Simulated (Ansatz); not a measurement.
Input file:

```yaml
crystal:
  periodic: [false, false, false]
  atoms:
    - { symbol: B, position_ang: [0.0, 0.0, 0.0] }
    - { symbol: H, position_ang: [0.0, 0.0, 1.44] }
    - { symbol: C, position_ang: [1.3856, 0.0, -0.8] }
    - { symbol: H, position_ang: [1.7152, -1.0462, -0.9702] }
    - { symbol: H, position_ang: [1.2491, 0.508, -1.7774] }
    - { symbol: H, position_ang: [2.1552, 0.5381, -0.2082] }
    - { symbol: C, position_ang: [-1.3856, 0.0, -0.8] }
    - { symbol: H, position_ang: [-1.9458, -0.9305, -0.5708] }
    - { symbol: H, position_ang: [-1.9898, 0.8797, -0.4946] }
    - { symbol: H, position_ang: [-1.1839, 0.0508, -1.8903] }
    - { symbol: H, position_ang: [0.0, 0.0, 2.4] }
magnetization:
  spin_polarized: true
  initial_magnetization: 1
basis:
  gaussian: { orbitals: def2-SVP }
hamiltonian:
  xc: b3lyp
  dispersion: d4
relax:
  f_tol: 0.15
  max_steps: 25
  restrain:
    - { distance: [1, 10], at: 0.66, k: 30.0 }
    - { distance: [0, 1], at: 2.39, k: 30.0 }
```

Launched with:

```bash
$ ansatz run input.yaml --threads 2 --pin off --max-ram 3072MiB --backend cpu --events-out ev --progress --plain --runs-dir out
```

Hardware: 2 threads of Arm Neoverse V2, on a shared host.

**Question.** Roughly how long does this run take, and how much memory?

**Answer.** 16 s, with a peak of 0.18 GiB, for 7 ionic steps.
